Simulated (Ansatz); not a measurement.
# SiH+ (triplet): from Hartree-Fock to the top rungs at distance Si1–H2 = 1.547 Å, cc-pVQZ

One table from this session's results is given with a row withheld; the runs are named, their logs left out.

The runs use Ansatz 0.2.0, Gaussian basis; cc-pVQZ, core rule «outside noble gas», up to 5 orbitals frozen.

To be run: UHF; CCSD(T) on ROHF; CCSD(T) on UHF; BCCD(T) on ROHF; CCSDT(Q) on ROHF; CCSDT(Q) on UHF; CASSCF and NEVPT2, 4 electrons in 5 orbitals; Full CI.

17 further runs of the same task are left out: 2 for a known fault of the program, 12 that didn't finish, 3 set aside as unsound or not needed.

## The geometry

The geometry derives from a PBE0/def2-TZVP stationary point (not a proven minimum). One bond is set to the value named and the two fragments are kept rigid.

2 atoms, charge 1, spin multiplicity 3.

Atoms are counted from 1 here; the program's logs count them from 0.

Bond lengths: Si1–H2 1.547 Å.

Set-up of the first run:

Contents of in.yaml:

```yaml
crystal:
  periodic: [false, false, false]
  atoms:
    - {symbol: Si, position_ang: [0.000000, 0.000000, 0.000000]}
    - {symbol: H, position_ang: [0.000000, 0.000000, 1.547200]}
basis:
  gaussian: {orbitals: cc-pVQZ}
total_charge: 1
magnetization: {spin_polarized: true, initial_magnetization: 2}
hamiltonian: {xc: hf}
output: {orbitals: {seedname: orbitals}}
```

Started as:

```bash
> ansatz run in.yaml --threads 1 --pin off --events-out ev --progress --plain --max-ram 2393MiB
```

Steps of the session up to this table: UHF; CCSD(T) on ROHF; CCSD(T) on UHF; BCCD(T) on ROHF; CCSDT(Q) on ROHF; CCSDT(Q) on UHF; CASSCF and NEVPT2, 4 electrons in 5 orbitals; Full CI.

One table of the session follows, with a row left open; its other results are not shown here.

```
        method  from FCI (kcal/mol)
          ROHF               +47.82
           UHF               +44.92
          RMP2               +12.63
          UMP2               +12.06
         RCCSD                +1.84
         UCCSD                +1.65
      RCCSD(T)                +0.43
      UCCSD(T)                    ?
       BCCD(T)                +0.42
        RCCSDT                +0.03
        UCCSDT                -0.02
     RCCSDT(Q)                +0.01
     UCCSDT(Q)                -0.04
CASSCF valence               +30.97
NEVPT2 valence                +7.91
           FCI                    0
```

Estimate the missing values for UCCSD(T).

The run gave: from FCI (kcal/mol): +0.38. In the column «from FCI (kcal/mol)» it lies between RCCSDT (+0.03) and BCCD(T) (+0.42).

To keep in mind: Levels on UHF freeze UHF's core orbitals, full CI those of ROHF, so the U rows can settle a little off it for that reason alone. Restricted and unrestricted rows rest on different reference determinants; where their highest levels disagree by more than a few hundredths of an eV, they describe different states and don't form one ladder.
